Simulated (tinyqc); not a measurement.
A ladder of methods, and size consistency: correlation methods against full CI in the sto-3g basis, for LiH, spin multiplicity 1. Computed by the program tinyqc with PySCF. All electrons correlated; +Q is the Davidson correction (1 - c0^2) E_corr. The last columns treat two copies 100 angstrom apart as one system. FCI is the lowest singlet.

Geometry (angstrom):
```
atom       x       y       z
Li    0.0000  0.0000  0.0000
H     0.0000  0.0000  1.6330
```

RHF energy of one = -7.860619 hartree

Correlation energies (hartree):
```
method   E_corr of one  share of FCI (%)  E_corr of two at 100 angstrom  two minus twice one (mhartree)
MP2          -0.013176           62.6771                      -0.026351                       -2.52e-05
CISD         -0.021007           99.9339                      -0.040957                          1.0579
CISD+Q       -0.021576          102.6378                      -0.042933                          0.2190
CCSD         -0.021010           99.9478                      -0.042021                       -5.57e-05
CCSD(T)      -0.021019           99.9894                      -0.042038                       -5.56e-05
FCI          -0.021021          100.0000                              -                               -
```

What does the comparison show, and why?

MP2 recovers 63 %, CISD 99.9 % and CCSD 99.9 % of the FCI value (c0^2 = 0.973 in CISD). MP2 and coupled cluster are size consistent, so their last column vanishes but for a trace of long-range electrostatics; CISD loses 1.06 mhartree, since a double excitation on each copy is a quadruple of the pair, and the Davidson correction leaves +0.22.
